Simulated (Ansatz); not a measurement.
Input for Ansatz (development build ahead of 0.2.0):

```yaml
crystal:
  periodic: [false, false, false]
  atoms:
    - { symbol: F, position_ang: [0.0, 0.0, -0.66364] }
    - { symbol: F, position_ang: [0.0, 0.0, 0.66364] }
basis:
  gaussian: { orbitals: cc-pVTZ }
magnetization:
  spin_polarized: true
hamiltonian:
  xc: hf
correlation:
  method: bccd_t
  frozen_orbitals: { F: 1 }
```

The input is written out in the form of the current development build from the run's settings.

The run gave:

```
Converged                               : yes
Reference energy (starting determinant) : -198.75804 hartree
Correlation energy                      : -0.53276 hartree
Total energy                            : -199.29080 hartree
```
